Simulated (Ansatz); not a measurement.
**BHCl2 (SMILES ClBCl): a rigid scan of the angle Cl3–B2–H4**

An exercise on one series of results from a longer session: the logs are not shown, and one member is left open.

Program: Ansatz 0.2.0, Gaussian basis. Level of theory: single points in def2-TZVPP. These are calculated values, not measurements.

Levels: PBE-D4, r2SCAN-D4, PBE0-D4, B3LYP-D4, wB97M-V, Hartree-Fock, MP2, CCSD, CCSD(T). The scan takes 95.7, 101.7, 107.7, 113.7, 119.7, 125.7, 131.7, 137.7, 143.7°.

Correlated methods freeze the cores. B3LYP uses VWN-RPA correlation.

18 further runs of the same task are left out: 18 set aside as unsound or not needed.

### The starting structure

SMILES `ClBCl`, 4 atoms, charge 0, spin multiplicity 1.

Atoms are counted from 1 here; the program's logs count them from 0.

Bond lengths: Cl1–B2 1.817 Å, B2–Cl3 1.812 Å, B2–H4 1.204 Å. Angles: Cl1–B2–Cl3 117.8°, Cl1–B2–H4 125.4°, Cl3–B2–H4 116.7°.

Geometry (Å):

```mol
BCl2H
  3D, bonds by distance, orders not assigned

  4  3  0  0  0  0  0  0  0  0999 V2000
   -1.5842   -0.7426    0.0142 Cl  0  0
    0.0034    0.1364   -0.0818 B   0  0
    1.4436   -0.6288    0.7085 Cl  0  0
    0.1926    1.1747   -0.6612 H   0  0
  1  2  8  0
  2  3  8  0
  2  4  8  0
M  END
```

The first run:

Contents of pre/in.yaml:

```yaml
crystal:
  periodic: [false, false, false]
  atoms:
    - {symbol: Cl, position_ang: [-1.584200, -0.742600, 0.014200]}
    - {symbol: B, position_ang: [0.003400, 0.136400, -0.081800]}
    - {symbol: Cl, position_ang: [1.443600, -0.628800, 0.708500]}
    - {symbol: H, position_ang: [0.192600, 1.174700, -0.661200]}
basis:
  gaussian: {orbitals: def2-SVP}
hamiltonian: {xc: pbe, dispersion: d4}
relax: {f_tol: 0.03, max_steps: 250}
```

No record of the launch command was kept for these runs.

Steps of the session up to this table: A first relaxation in a small basis; Relaxation at PBE0-D4; Reference energies at the minimum; Cl3–B2–H4 = 95.7°; Cl3–B2–H4 = 101.7°; Cl3–B2–H4 = 107.7°; Cl3–B2–H4 = 113.7°; Cl3–B2–H4 = 119.7°; Cl3–B2–H4 = 125.7°; Cl3–B2–H4 = 131.7°; Cl3–B2–H4 = 137.7°; Cl3–B2–H4 = 143.7°.

One of the session's tables, all rows but one given; the rest of the session is left out.

It belongs to the step «The curves». Energies less that of the minimum at the same level (kcal/mol):

| angle (°) | PBE-D4 | PBE0-D4 | B3LYP-D4 | wB97M-V | Hartree-Fock |
| --- | --- | --- | --- | --- | --- |
| 95.7 | 14.3 | 15.0 | 14.9 | 15.2 | 16.8 |
| 101.7 | 8.0 | 8.4 | 8.3 | 8.5 | 9.3 |
| 107.7 | ? | ? | ? | ? | ? |
| 113.7 | 0.8 | 0.9 | 0.9 | 1.0 | 1.0 |
| 119.7 (minimum) | 0.0 | 0.0 | 0.0 | 0.0 | 0.0 |
| 119.7 | 0.0 | 0.0 | 0.0 | 0.0 | 0.0 |
| 125.7 | 1.1 | 1.0 | 1.2 | 1.0 | 1.3 |
| 131.7 | 4.3 | 4.3 | 4.6 | 4.3 | 5.1 |
| 137.7 | 10.2 | 10.2 | 10.8 | 10.3 | 12.1 |
| 143.7 | 19.4 | 19.6 | 20.5 | 19.8 | 22.9 |

Estimate the missing values for angle (°) = 107.7.

Worked estimate for «PBE-D4». A straight line through the neighbours (101.7, 8.0) and (113.7, 0.8) gives 8.0 + (0.8 − 8.0) × (107.7 − 101.7) / (113.7 − 101.7) = 4.4; a parabola fitted to 4 rows on both sides gives 3.5.

The run gave: PBE-D4: 3.5; PBE0-D4: 3.7; B3LYP-D4: 3.6; wB97M-V: 3.8; Hartree-Fock: 4.1. In «PBE-D4» the line misses by +0.9 and the parabola by 0.0.

Limits of these values: A polynomial through the near points puts the CCSD(T) minimum 0.3° below the PBE0-D4 value.
